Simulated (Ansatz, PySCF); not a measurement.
Molecule: methylsilane, CH₆Si (charge 0, singlet). 
Coordinates optimised at B3LYP-D3(BJ)/def2-TZVP (Ansatz, an electronic-structure program):
```xyz
8

C      0.0034    -0.0064    -1.2421
Si    -0.0017     0.0033     0.6340
H      0.0118    -1.0282    -1.6256
H     -0.8824     0.4951    -1.6359
H      0.8840     0.5079    -1.6311
H     -0.0132     1.3943     1.1492
H     -1.2005    -0.6969     1.1567
H      1.2042    -0.6795     1.1632
```
Charge 0, spin multiplicity 1.


Wanted: enthalpy of formation at 298 K (from the atomisation energy, B3LYP-D3(BJ)/def2-TZVP harmonic zero-point and thermal terms from PySCF, and the atoms' enthalpies of formation in the G2/97 table, which holds older values for B and Si; no spin-orbit terms, and no core term in the frozen-core levels), in kcal/mol. Cores are frozen in the correlated levels unless marked. Open shells are spin-unrestricted. Spin-orbit coupling is left out. No relativistic terms. The coupled-cluster limit lacks core correlation, which all-electron functionals hold. CBS(X,Y): correlation extrapolated as X^-3; Hartree-Fock from the larger set. [CCSD(T)-MP2]/basis is that difference in the basis named.

| level | program | enthalpy of formation at 298 K (kcal/mol) | minus last row |
|---|---|---|---|
| HF-D4/def2-TZVPD | PySCF + dftd4 | 123.4 | 131.8 |
| B97M-V/def2-TZVPD | Ansatz | -8.2 | 0.2 |
| PBE0/6-31G* | Ansatz | 1.5 | 9.9 |
| PBE0-D4/def2-TZVP | Ansatz + dftd4 | -1.8 | 6.6 |
| PBE0/def2-TZVP | Ansatz | 0.1 | 8.5 |
| BHLYP/def2-TZVPD | Ansatz | 1.6 | 10.0 |
| PW6B95-D3(BJ)/def2-TZVPD | PySCF + dftd3 | -6.6 | 1.8 |
| CAM-B3LYP/def2-TZVPD | Ansatz | -8.1 | 0.3 |
| MP2/def2-TZVPPD | Ansatz | 8.2 | 16.6 |
| SCS-MP2/6-31G | Ansatz | 98.2 | 106.6 |
| SCS-MP2/aug-cc-pV(T+d)Z | Ansatz | 0.0 | 8.4 |
| SCS-MP2/def2-TZVPP | Ansatz | 1.8 | 10.2 |
| CCSD/aug-cc-pV(D+d)Z | Ansatz | 33.0 | 41.4 |
| RI-MP2/CBS(cc-pV(T+d)Z,cc-pV(Q+d)Z)+[CCSD(T)-MP2]/cc-pV(T+d)Z | Ansatz | -9.0 | -0.6 |
| RI-MP2/CBS(def2-TZVPPD,def2-QZVPPD)+[CCSD(T)-MP2]/def2-TZVPPD | Ansatz | -8.4 | 0.0 |
